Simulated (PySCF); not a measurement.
Mapped SMILES: `[CH3:1][CH2:2][F:3]`. Each H is labelled by its parent atom.

In vacuum, equivalent nuclei averaged, one conformer, relativity neglected. Couplings computed with B3LYP/pcJ-1; GFN2-xTB geometry; σ from GIAO-PBE0/pcSseg-1; PySCF.

Shifts are taken against calculated references (same method and geometry level): $^{1}$H (31.72 ppm) vs TMS.

The spectrum was simulated from the full spin Hamiltonian at 600 MHz with 0.6 Hz Lorentzian lines, from shifts rounded to 0.01 ppm and J to 0.1 Hz, couplings under 1 Hz left out.

Task: List the maxima of its $^{1}$H spectrum with integrals.

Result: 
```csv
region,integral (H),ppm,Hz,height
1,1,4.872,2923.5,17
1,,4.860,2916.1,50
1,,4.848,2908.7,50
1,,4.836,2901.3,17
2,1,4.785,2870.7,17
2,,4.772,2863.3,50
2,,4.760,2855.9,50
2,,4.747,2848.5,17
3,3,1.392,835.4,51
3,,1.380,828.0,100
3,,1.368,820.6,50
3,,1.352,811.5,51
3,,1.340,804.1,100
3,,1.328,796.7,50
```

Task: Summarise it as multiplets with assignments.

Result: $^{1}$H NMR (600 MHz, computed): δ 4.81 (dq, J = 52.8, 7.4 Hz, 2H, H(C2)), 1.36 (dt, J = 23.9, 7.4 Hz, 3H, H(C1)). These are first-order names; overlap and second-order distortion can hide them in the list.

Multiplet labels drop couplings under 1 Hz and merge nearly equal ones. Unscaled 3J(H,H) at this level run about 10 % above measured values.
